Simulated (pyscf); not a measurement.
## Four-centre exchange: F–SiH₂• (SMILES F[SiH2]) + NH₃ (SMILES N) → H₂N–SiH•–F (SMILES N[SiH]F) + H₂ (SMILES [H][H])

Gas phase, doublet surface, charge 0. Bonds broken: Si1–H3, N5–H6. Bonds formed: Si1–N5, H3–H6. Single points on ωB97X-D3(BJ)/def2-SVP structures (PySCF, gas phase).

Transition state (Å):

```xyz
8

Si     0.5784    -0.8720    -0.0151
F      1.4912     0.3911    -0.5188
H      1.6194    -1.1230     1.5650
H     -0.5003    -0.9627    -1.0895
N     -0.3154    -0.0303     1.4010
H      0.8069    -0.5079     1.8998
H     -0.3965     0.9852     1.3188
H     -1.1979    -0.4218     1.7344
```

One imaginary mode, 1563i cm⁻¹; descent along it reached the two sides named, in the forms told below.

| bond | change | reactant side (Å) | saddle | product side |
|---|---|---|---|---|
| Si1–H3 | breaks | 1.500 | 1.909 | 4.0 |
| N5–H6 | breaks | 1.020 | 1.318 | 2.7 |
| Si1–N5 | forms | 2.507 | 1.874 | 1.718 |
| H3–H6 | forms | 2.8 | 1.073 | 0.761 |

Electronic energies relative to the separated reactants (eV):

```csv
level,barrier,reaction energy,reverse barrier
ωB97X-D3(BJ)/def2-TZVP,1.22,-0.51,1.73
PBE/def2-TZVP,0.98,-0.46,1.44
r²SCAN/def2-TZVP,1.06,-0.53,1.59
B3LYP-D3(BJ)/def2-TZVP,1.21,-0.49,1.70
PBE0-D3(BJ)/def2-TZVP,1.09,-0.45,1.54
M06-2X/def2-TZVP,1.25,-0.58,1.83
ωB97M-D3(BJ)/def2-TZVP,1.21,-0.47,1.68
HF/def2-TZVP,2.15,-0.31,2.46
```

With ωB97M-D3(BJ)/def2-TZVP energies and thermal terms (ideal gas, 1 atm, RRHO with modes under 100 cm⁻¹ raised to 100, one conformer, R ln 2 for chiral ones without a mode under 150 cm⁻¹), in eV:

```tsv
T (K)	ΔH‡	ΔG‡	ΔH	ΔG
298	1.09	1.54	-0.60	-0.54
600	1.11	1.99	-0.54	-0.51
900	1.15	2.42	-0.49	-0.51
1200	1.19	2.83	-0.45	-0.53
```

On the reactant side the descent ends in a complex (not fully relaxed), 0.19 eV under the separated species and 1.41 eV under the saddle at ωB97X-D3(BJ)/def2-TZVP. At the saddle there is also a short H–Si contact that neither side keeps. The same reactants have a lower exit, to H₂N–SiH₂–F + H• (barrier +0.75 eV at ωB97M-D3(BJ)/def2-TZVP, against +1.21 eV here). One saddle was located; it need not be the lowest between these sides.
